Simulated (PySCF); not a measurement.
## Core-level binding energies of BH2Cl

Species: BH2Cl.
Bonds: B1–Cl4. Hydrogens: H2, H3 on B1.

Computed with PySCF 2.14.0, delta-SCF UKS SCAN, pcX-2 on the ionised atom, pcseg-1 elsewhere, spin-free X2C. Vertical ΔSCF values, vacuum level as zero.

Give the core binding energies atom by atom.

| atom(s) | bonded to | level | binding energy (eV) | 2p1/2 (eV) | count |
| --- | --- | --- | --- | --- | --- |
| Cl4 | B | Cl 1s | 2829.48 | – | 1 |
| Cl4 | B | Cl 2p3/2 | 206.90 | 208.56 | 1 |
| B1 | Cl and 2 H | B 1s | 198.03 | – | 1 |

Which photon wavelength matches the Cl 1s of Cl4 threshold?

λ = hc/E = 12398.42 eV Å / 2829.48 eV = 4.382 Å.

The unrestricted hole states depart most from a pure doublet (⟨S²⟩ = 0.75; over 0.85 named) for B 1s of B1 (0.85), which makes this value less certain. Spin–orbit coupling isn't in the SCF: each 2p doublet comes from a relaxed spin-free hole plus a matrix of the shell (mean-field spin–orbit coupling and the ground-state 2p splitting), with 2p3/2 averaged over its two sublevels. 2p1/2 minus 2p3/2 (ligand field included): Cl 1.65 eV. Isolated species at its PBE0-D3(BJ)/def2-SVP geometry, gas phase.
